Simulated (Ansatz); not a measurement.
Cartesian coordinates in Å:
```
S 1.013 1.170 0.703
Mg -0.066 -0.687 -0.052
Cl -1.079 -2.479 -0.761
H 0.131 1.995 0.110
```

Total charge 0; spin multiplicity 1.

Question: List the r2SCAN/def2-TZVPP orbital energies in eV (Ansatz 0.2.0). (Estimate.)

Answer: Computed: Occupied: -2752.55, -2408.73, -1268.37, -253.94, -213.17, -192.42, -192.36, -192.36, -157.25, -157.13, -157.07, -84.30, -49.82, -49.80, -49.61, -20.24, -18.25, -10.24, -9.00, -7.86, -7.85, -7.58, -6.53. Lowest empty: -1.88, -0.74, -0.32, 0.30, 2.33, 2.38, 2.47, 3.30.
